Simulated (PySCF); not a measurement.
Species: C3H8N2.
Numbering: `[CH3:1][C:2]([CH3:3])=[N:4][NH2:5]` (hydrogens: H6, H7, H8 on C1; H9, H10, H11 on C3; H12, H13 on N5)

Theory: PySCF 2.14.0, PBE0-D3(BJ)/def2-SVP geometry optimisation, gas phase.

**Question.** What internal coordinates does the optimisation give?

**Answer.** 
```json
{"bond": "C1–C2", "length (pm)": "149.6", "order": "single"}
{"bond": "C2–C3", "length (pm)": "150.3", "order": "single"}
{"bond": "C2=N4", "length (pm)": "128.1", "order": "double"}
{"bond": "N4–N5", "length (pm)": "135.3", "order": "single"}
{"bond": "C1–H6, C1–H7, C1–H8", "length (pm)": "110.2", "order": "single"}
{"bond": "C3–H9, C3–H10, C3–H11", "length (pm)": "110.3", "order": "single"}
{"bond": "N5–H12, N5–H13", "length (pm)": "101.7", "order": "single"}
```

Bonds in one row agree within 1 pm and their mean is given. Orders are formal, as drawn. A selection of angles:
```json
{"angle": "C2–C1–H6", "degrees": "111.2"}
{"angle": "C2–C1–H8", "degrees": "109.7"}
{"angle": "H6–C1–H7", "degrees": "106.7"}
{"angle": "H6–C1–H8", "degrees": "108.8"}
{"angle": "C1–C2–C3", "degrees": "118.9"}
{"angle": "C1–C2–N4", "degrees": "118.1"}
{"angle": "C3–C2–N4", "degrees": "122.9"}
{"angle": "C2–C3–H9", "degrees": "111.8"}
{"angle": "H9–C3–H10", "degrees": "108.4"}
{"angle": "C2–N4–N5", "degrees": "119.0"}
{"angle": "N4–N5–H12", "degrees": "116.8"}
{"angle": "N4–N5–H13", "degrees": "110.9"}
{"angle": "H12–N5–H13", "degrees": "111.7"}
```

Dihedral angles: C1–C2–N4–N5 -177° (antiperiplanar). The mirror-image conformer, all signs reversed, is as good.

N4 (C=N nitrogen) is bent (angle 119.0°). N5 (nitrogen bonded to N and 2 H) is pyramidal (angles 116.8°, 111.7° and 110.9°, sum 339.3°, 0.30 Å off the plane of its three neighbours). Of the pairs four or more bonds apart, C3···H12 is among the closest relative to their van der Waals radii: 2.43 Å, 84 % of the sum of Bondi's values. The 5 heavy atoms lie in one plane (0.015 Å rms).

No PBE0-D3(BJ)/def2-SVP frequencies stand behind this structure, so it isn't proved a minimum. One conformer, not necessarily the lowest (C2–N4–N5–H -30° and -160°).
